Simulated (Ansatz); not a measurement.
Basis-set extrapolation for `N[SiH]` (PBE0-D4/def2-TZVP geometry, frozen core, Ansatz 0.2.0). Multiplicity 1, RHF reference.

```tsv
	cc-pV(T+d)Z	cc-pV(Q+d)Z
HF	-345.149003	-345.156515
MP2 correlation	-0.324292	-0.347090
CCSD(T) correlation	-0.363836	-0.383829
```

Energies in hartree. Use E(X) = E(∞) + A·exp(−5.46·√X) for Hartree–Fock and E(X) = E(∞) + B·X^(−3.05) for correlation, with X = 3 and 4.

What is the CCSD(T) energy at the basis-set limit?

HF limit: -345.156515 + (-0.007512) × 0.30130 = -345.15878. Correlation limit: -0.383829 + (-0.019993) × 0.71189 = -0.39806. Total: -345.55684 hartree, 115.5 kJ/mol below CCSD(T)/cc-pV(T+d)Z.
